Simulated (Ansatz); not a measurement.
## K3Li (Fm-3m)

All numbers below come from DFT r2SCAN, scalar-relativistic, plane waves, PAW (Ansatz 0.2.0).

Cutoff 500 eV; k points 8×8×8 on the computed 4-atom cell (Γ-centred); Gaussian smearing, width 0.10 eV; no spin polarisation.

The structure is relaxed at this level of theory with its symmetry kept. Whether it is the stable form of this composition wasn't checked.

```yaml
crystal:
  lattice:
    - [0.00000, 4.91239, 4.91239]
    - [4.91239, 0.00000, 4.91239]
    - [4.91239, 4.91239, 0.00000]
  atoms:
    - { symbol: K, position: [0.25000, 0.25000, 0.25000] }
    - { symbol: K, position: [0.75000, 0.75000, 0.75000] }
    - { symbol: K, position: [0.50000, 0.50000, 0.50000] }
    - { symbol: Li, position: [0.00000, 0.00000, 0.00000] }
```

(1) Formation energy from the elements' standard states (uncorrected)?

(2) Density of states at the Fermi level?

(3) Löwdin character within 0.5 eV of the Fermi level?

(4) Bulk modulus?

(5) Its pressure derivative?

(6) Bader charges (e)?

Results:

(1) +0.094 eV/atom.

(2) 2.62 states/eV per cell.

(3) K 4s 59 %, Li 2s 19 %, unprojected 22 %.

(4) 4.3 GPa.

(5) 3.6.

(6) K (2 in the cell) 0.53, K (1 in the cell) 0.49, Li (1 in the cell) -1.56.